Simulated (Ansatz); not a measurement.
Basis-set extrapolation for `N=CN=C(F)S` (PBE0-D4/def2-TZVP geometry, frozen core, Ansatz 0.2.0). Multiplicity 1, RHF reference.

```
                      def2-TZVPP   def2-QZVPP
                 HF  -683.443840  -683.467330
    MP2 correlation    -1.128511    -1.216225
CCSD(T) correlation    -1.208469      not run
```

Energies in hartree. Use E(X) = E(∞) + A·exp(−7.88·√X) for Hartree–Fock and E(X) = E(∞) + B·X^(−2.97) for correlation, with X = 3 and 4, and add CCSD(T) minus MP2 of the smaller set to the MP2 limit.

Task: What is the CCSD(T) energy at the basis-set limit?

Result: HF limit: -683.467330 + (-0.023490) × 0.13774 = -683.47057. MP2 limit: -1.216225 + (-0.087714) × 0.74074 = -1.28120. Higher-order term: -1.208469 − (-1.128511) = -0.07996. Total: -684.83173 hartree, 4.88 eV below CCSD(T)/def2-TZVPP.
